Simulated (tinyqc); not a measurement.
Inside a calculation. Method: UKS/LDA (PW92) in the sto-3g basis, for OH+, spin multiplicity 3. Computed by tinyqc, a small Python program that keeps every step (integrals from PySCF). Settings: charge = 1, multiplicity = 3, basis = sto-3g, energy threshold = 1e-09, iteration cap = 63, orthogonalisation = symmetric, start = core, DIIS depth = 3, method = UKS, functional = lda,pw, grid = [15, 14]. Command: `OMP_NUM_THREADS=1 python tinyqc.py 27841 27842 out.jsonl` (the two numbers bound the seeds that draw the settings). One thread of a shared host (Intel(R) Xeon(R) Processor @ 2.60GHz), about 2 s of CPU time with the checks.

Geometry (angstrom):
```
atom       x       y       z
O     0.0000  0.0000  0.0000
H     0.0000  0.0000  1.7340
```

Stop when the energy changes by less than 1e-09 hartree and every element of the error matrix X^T (F D S - S D F) X (for each spin) is below 9e-06.

Course of the cycle:
```
iteration  E (hartree)     change  largest element of the error matrix
1           -73.454923          -                             1.00e-01
2           -72.965462   4.89e-01                             5.09e-01
3           -73.634901  -6.69e-01                             1.11e-01
4           -73.630626   4.27e-03                             1.14e-01
5           -73.635654  -5.03e-03                             1.05e-01
6           -73.646990  -1.13e-02                             7.01e-02
7           -73.659203  -1.22e-02                             5.61e-03
8           -73.659264  -6.18e-05                             1.06e-03
9           -73.659267  -2.50e-06                             1.67e-04
10          -73.659267  -7.80e-08                             5.38e-05
11          -73.659267  -2.15e-08                             6.62e-06
12          -73.659267  -1.83e-10                             1.67e-06
```

Can the last value be used, and what does the course show?

Yes. Converged in 12 iterations. The coarse grid moves the energy by -2.03e-02 hartree. PySCF UKS in the same basis, fine grid, after a stability check = -73.638950 hartree, which differs from a converged run on this coarse grid by the grid error.
